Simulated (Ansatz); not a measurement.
**AlH₂S₂ radical: up Jacob's ladder to CCSD(T)**

One table from this session's results is given with a row withheld; the runs are named, their logs left out.

Method: functionals in def2-TZVPP, the program's frozen cores in correlated methods; program: Ansatz 0.2.0, Gaussian basis.

Plan: LDA (SPW92), PBE-D4, revPBE-D4, BLYP-D4, r2SCAN-D4, B97M-V, PBE0-D4, B3LYP-D4, r2SCANh-D4, r2SCAN0-D4, HSE06-D4, BHLYP-D4, CAM-B3LYP-D4, LC-ωPBE, ωB97X-V, ωB97M-V, B2PLYP, PBE-QIDH; CCSD(T)/def2-SVP; CCSD(T)/def2-TZVPP; CCSD(T)/def2-QZVPP; extrapolation to the limit; RPA on PBE.

### Structure used throughout

An earlier PBE0-D4 in a triple-zeta def2 set relaxation fixed the geometry.

SMILES `[SH][Al][SH]`, 5 atoms, charge 0, spin multiplicity 2.

Atoms are counted from 1 here; the program's logs count them from 0.

Bond lengths: S1–Al2 2.201 Å, S1–H4 1.344 Å, Al2–S3 2.200 Å, S3–H5 1.346 Å. Angles: Al2–S1–H4 93.7°, S1–Al2–S3 116.1°, Al2–S3–H5 92.8°.

The first run:

Contents of in.yaml:

```yaml
crystal:
  periodic: [false, false, false]
  atoms:
    - {symbol: S, position_ang: [-1.188909, -0.818103, -0.684874]}
    - {symbol: Al, position_ang: [-0.203812, 0.382889, 0.874058]}
    - {symbol: S, position_ang: [1.890404, 0.936744, 0.490635]}
    - {symbol: H, position_ang: [-2.356506, -0.880585, -0.022827]}
    - {symbol: H, position_ang: [1.908823, 0.305555, -0.698392]}
basis:
  gaussian: {orbitals: def2-TZVPP}
magnetization: {spin_polarized: true, initial_magnetization: 1}
hamiltonian: {xc: lda}
output: {orbitals: {seedname: orbitals}}
```

Started as:

```bash
$ ansatz run in.yaml --threads 2 --pin off --events-out ev --progress --plain --max-ram 32768MiB --backend cpu
```

Steps of the session up to this table: LDA; PBE-D4 (GGA); revPBE-D4 (GGA); BLYP-D4 (GGA); r2SCAN-D4 (meta-GGA); B97M-V (meta-GGA); PBE0-D4 (hybrid); B3LYP-D4 (hybrid); r2SCANh-D4 (hybrid); r2SCAN0-D4 (hybrid); HSE06-D4 (hybrid); BHLYP-D4 (hybrid); CAM-B3LYP-D4 (range-separated); LC-ωPBE (range-separated); ωB97X-V (range-separated); ωB97M-V (range-separated); B2PLYP (double hybrid); PBE-QIDH (double hybrid).

One table of the session follows, with a row left open; its other results are not shown here.

It belongs to the step «Orbital energies across the functionals». 

| functional | HOMO (eV) | LUMO (eV) | gap (eV) |
| --- | --- | --- | --- |
| LDA (SPW92) | ? | ? | ? |
| PBE-D4 | -5.13 | -3.66 | 1.47 |
| revPBE-D4 | -5.11 | -3.51 | 1.60 |
| BLYP-D4 | -4.91 | -3.67 | 1.23 |
| r2SCAN-D4 | -5.44 | -3.23 | 2.21 |
| B97M-V | -5.07 | -4.00 | 1.07 |
| PBE0-D4 | -6.14 | -2.88 | 3.27 |
| B3LYP-D4 | -5.88 | -3.24 | 2.64 |
| r2SCANh-D4 | -5.80 | -3.01 | 2.80 |
| r2SCAN0-D4 | -6.35 | -2.68 | 3.68 |
| HSE06-D4 | -5.75 | -3.25 | 2.50 |
| BHLYP-D4 | -6.96 | -2.23 | 4.73 |
| CAM-B3LYP-D4 | -7.29 | -2.11 | 5.18 |
| LC-ωPBE | -8.67 | -0.79 | 7.88 |
| ωB97X-V | -8.18 | -1.27 | 6.91 |
| ωB97M-V | -7.75 | -1.44 | 6.31 |

Q: Estimate the row for LDA (SPW92) from the others.

**Answer.** HOMO (eV): -5.13; LUMO (eV): -4.02; gap (eV): 1.11.
